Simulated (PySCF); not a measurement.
Methoxyacetic acid, C₃H₆O₃.
SMILES with atom numbers: `[CH3:1][O:2][CH2:3][C:4](=[O:5])[OH:6]`

The computed photoelectron lines, unassigned: C 1s: 292.27 (area 1), 292.87 (area 1), 295.03 (area 1) eV; O 1s: 538.16 (area 1), 538.86 (area 1), 540.33 (area 1) eV.

Level of theory: delta-SCF UKS SCAN, pcX-2 on the ionised atom, pcseg-1 elsewhere, spin-free X2C in PySCF. One conformer (not necessarily the lowest) at the PBE0-D3(BJ)/def2-SVP geometry, without solvent, vibrations or thermal averaging.

(1) Order the carbon atoms by C 1s binding energy.

(2) Assign the O 1s lines to atoms.

Answers

(1) 292.27 eV: C1 (methoxy carbon); 292.87 eV: C3 (sp3 carbon bound to oxygen); 295.03 eV: C4 (carboxylic acid carbon). Lowest listed C 1s: C1, bonded to O and 3 H. Highest, 2.76 eV above it: C4, bonded to O (double bond), O and C. The widest gap between neighbouring values is 2.16 eV, between 292.87 and 295.03 eV. Summing the Pauling electronegativity differences to the bonded atoms, each weighted by its formal bond order, gives -0.16 for the lowest site and +2.67 for the highest; no listed site has a larger sum than the highest.

(2) 538.16 eV: O5 (acid carbonyl oxygen); 538.86 eV: O2 (ether oxygen); 540.33 eV: O6 (acid hydroxyl oxygen). The listed O 1s values span 2.17 eV, from O5 (bonded to C (double bond)) to O6 (bonded to C and H). Summing the Pauling electronegativity differences to the bonded atoms, each weighted by its formal bond order, gives -1.78 for the lowest site and -2.13 for the highest; the largest sum, -1.78, belongs to O2, 1.47 eV below the top. The smallest sum, -2.13, belongs to O6, 2.17 eV above the lowest.

Bonded neighbours of each site: C1: O and 3 H; O2: 2 C; C3: O, C and 2 H; C4: O (double bond), O and C; O5: C (double bond); O6: C and H.

**Question.** Which effective nuclear charge Zeff reproduces each element's mean 1s value in the hydrogen-like formula E = 13.606 eV × Zeff²?

**Answer.** C (Z = 6): mean 293.4 eV, Zeff = 4.64, Z − Zeff = 1.36; O (Z = 8): mean 539.1 eV, Zeff = 6.29, Z − Zeff = 1.71. Means run over the listed sites, weighted by atom count.

On an x86-64 server with one thread, on a shared host, this took 53 s.

The values belong to the conformer `[CH3:1][O:2][CH2:3][C:4](=[O:5])[OH:6]`: C1–O2–C3–C4 -75°, O2–C3–C4–O5 4°, H–O6–C4–C3 180°.
